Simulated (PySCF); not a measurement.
Potential energy surface of H2Li, doublet: collinear Li-H-H surface. Scanned: Li-H distance and H-H distance.

Cartesian coordinates as functions of the variables (Å; names that start with a are angles):
```
Li  0  0  -r1
H  0  0  0
H  0  0  r2
```

Computed with unrestricted Hartree-Fock/3-21G in PySCF.

Energy in kJ/mol above the lowest grid point; x is the Li-H distance (Å), y the H-H distance (Å).

```csv
y \ x,1.36,1.51,1.64,1.77,1.92,2.08,2.27,2.47,2.74,3.08,3.53,4.14,4.64
2.15,246.9,218.8,212.3,216.7,230.4,250.9,275.7,294.3,310.0,320.9,327.6,335.0,332.3
1.91,252.6,223.9,216.9,220.8,233.6,252.3,273.3,289.5,303.4,313.3,319.5,326.5,323.9
1.63,262.8,232.3,223.5,225.2,234.5,247.6,262.0,273.6,284.2,292.1,297.2,303.3,301.0
1.42,272.2,238.1,225.5,222.4,225.1,230.9,238.2,244.9,251.6,257.0,260.6,265.5,263.6
1.27,274.2,234.7,216.6,207.5,203.4,203.0,204.6,207.0,209.9,212.4,214.3,217.2,215.9
1.14,252.9,210.4,188.5,175.1,166.2,161.1,158.1,156.5,155.4,154.5,153.6,153.0,153.0
1.05,217.5,176.5,154.4,140.2,129.8,122.9,117.9,114.6,111.7,109.4,107.5,106.4,106.2
0.96,175.8,136.8,115.6,101.5,90.9,83.5,77.7,73.6,69.8,66.7,64.3,62.9,62.6
0.89,145.7,108.1,87.6,74.0,63.5,56.1,50.0,45.5,41.3,37.8,35.2,33.5,33.1
0.82,121.6,85.3,65.6,52.5,42.3,34.9,28.7,24.0,19.5,15.8,12.9,11.1,10.6
0.76,109.1,74.0,55.0,42.3,32.4,25.1,18.9,14.1,9.4,5.5,2.4,0.5,0.0
0.70,108.3,74.3,56.0,43.8,34.3,27.1,20.9,16.1,11.3,7.2,4.0,2.0,1.4
0.63,129.7,97.1,79.7,68.1,58.9,51.9,45.8,41.0,36.1,31.9,28.6,26.5,25.9
```

Points that lie below all their neighbours on the grid: x = 4.64, y = 0.76 on the edge of the grid (0.0 kJ/mol); x = 1.64, y = 2.15 on the edge of the grid (212.3 kJ/mol). The lowest path on the grid from the first to the second passes x = 1.64, y = 1.63 at 223.5 kJ/mol.
